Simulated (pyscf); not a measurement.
A first-order saddle from PySCF, ωB97X-D3(BJ)/def2-SVP:

```xyz
15

C     -2.0789     0.2211     0.5115
O     -0.3406     0.1808    -0.2907
Si     0.5374    -1.0562    -1.0585
H     -2.1214    -0.8044     0.1243
H     -2.0647     0.2544     1.6032
H     -2.8375     0.8605     0.0534
H      1.7239    -1.4474    -0.2533
H      0.9390    -0.6547    -2.4317
H     -0.4130    -2.2031    -1.1321
O      0.7659     2.0285     1.7580
Si     0.2462     1.8002     0.1725
H      1.7276     2.0250     1.8195
H     -1.3035     1.7375     0.6843
H      1.5921     1.4565    -0.4853
H     -0.0987     2.9894    -0.6749
```
Charge 0, spin multiplicity 1.

Surface: singlet, charge 0. Lowest wavenumbers (cm⁻¹): 1113i, 43, 86, 143, 150.

What reaction is this the transition state of?

H₃C–O–SiH₃ + HO–SiH₃ <-> CH₄ + HO–SiH₂–O–SiH₃, a four-centre exchange read from left to right: C–O, H–Si broken and C–H, O–Si formed. At ωB97M-D3(BJ)/def2-TZVP it lies +61.7 kcal/mol from the left side and +117.1 kcal/mol from the right (each side as separated species at their lowest minima found). On the reactant side the descent ends in a complex (not fully relaxed), 4.4 kcal/mol under the separated species and 67.2 kcal/mol under the saddle at ωB97X-D3(BJ)/def2-TZVP. From the product side, HO–SiH₂–O–SiH₂• + H• + CH₄ lies, by one bond made or cut, 18.9 kcal/mol under this saddle at ωB97M-D3(BJ). H₃C–O–SiH₃ lies 23.7 kcal/mol over its isomer H₃C–SiH₂–OH, and others may lie lower still (electronic energy, ωB97M-D3(BJ)). One saddle was located; it need not be the lowest between these sides.
